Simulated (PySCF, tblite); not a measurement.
**C₂H₃Cl, a cluster model of a defect: NMR shifts, core binding energies and electronic excitations**

What NMR shifts, core binding energies and electronic excitations should one expect for `C[C]Cl`? It is drawn as: twofold C.

Computed with tblite 0.8.0 and PySCF 2.14.0; each step states its level. No surroundings beyond the atoms listed, unless a continuum is named. Atoms count from 0, parts from 1.

## 1. The system as given

6 atoms, charge 0, multiplicity 1; geometry: distance geometry start.

## 2. Relaxing the cluster with GFN2-xTB

Job settings and geometry (Å):

```
{"job": {"kind": "relax", "xc": "GFN2-xTB", "basis": "xTB"}, "charge": 0, "multiplicity": 1}
C      0.801698    -0.747494    -0.093585
C     -0.481503     0.000794    -0.012955
Cl     2.241682     0.253317     0.041123
H     -1.254368    -0.615509    -0.532076
H     -0.487701     0.980645    -0.501368
H     -0.788982     0.115177     1.051049
```

With the program's defaults for keys left out, this is: GFN2-xTB geometry optimisation, gas phase.

On the command line:

```bash
$ OMP_NUM_THREADS=1 python cluster_run.py task.json out
```

This one command runs all jobs of the session in turn.

**Question.** The jobs that follow are: PBE0-D3(BJ)/def2-SVP geometry optimisation, gas phase; GIAO PBE0/pcSseg-2 NMR shielding, non-relativistic, gas phase; delta-SCF UKS SCAN, pcX-2 on the ionised atom, pcseg-1 elsewhere, spin-free X2C; TDDFT CAM-B3LYP/def2-SVPD, vertical, gas phase, core orbitals frozen in the response. Predict: point group; rotational constants (main isotopes); ¹³C shifts against TMS (PBE0/pcSseg-2); ¹H shifts against TMS (PBE0/pcSseg-2, means over atoms taken as alike); ³⁵Cl shifts against HCl (PBE0/pcSseg-2); C1s binding energies, SCAN/pcX-2 (standing for 1 of 2 atoms); Cl2p binding energies, SCAN/pcX-2; lowest singlet (CAM-B3LYP/def2-SVPD); brightest single state of those computed; lowest triplet; vertical ionisation energy (ΔSCF); vertical electron affinity (ΔSCF).

**Answer**, as computed:

| quantity | value |
| --- | --- |
| point group | Cs |
| rotational constants (main isotopes) | 47.68, 6.12, 5.60 GHz |
| ¹³C shifts against TMS (PBE0/pcSseg-2) | 805.7, 85.6 ppm |
| ¹H shifts against TMS (PBE0/pcSseg-2, means over atoms taken as alike) | 6.82, 4.01 ppm |
| ³⁵Cl shifts against HCl (PBE0/pcSseg-2) | 1231 ppm |
| C1s binding energies, SCAN/pcX-2 (standing for 1 of 2 atoms) | C1 291.61 eV |
| Cl2p binding energies, SCAN/pcX-2 | Cl2 207.34 eV |
| lowest singlet (CAM-B3LYP/def2-SVPD) | 2.05 eV (604 nm), f = 0.003 |
| brightest single state of those computed | state 5, 6.87 eV, f = 0.183 |
| lowest triplet | 0.68 eV |
| vertical ionisation energy (ΔSCF) | 9.17 eV |
| vertical electron affinity (ΔSCF) | 0.62 eV |

Relaxing lowered the energy by 0.088 eV in 3 steps; the close pair that moved most is C0–Cl2, from 1.655 to 1.712 Å (PBE0/def2-SVP). No frequency check was run at this level, so the end point may be a saddle. The lowest singlet, at 2.05 eV, is HOMO→LUMO 0.99 and is weak; of the 6 states computed, the strongest absorption comes from state 5 at 6.87 eV. The lowest triplet lies 1.37 eV below the lowest singlet (triplets in Tamm-Dancoff, singlets in full TDDFT). The orbital energy would give 8.09 eV for ionisation, ΔSCF gives 9.17 eV.
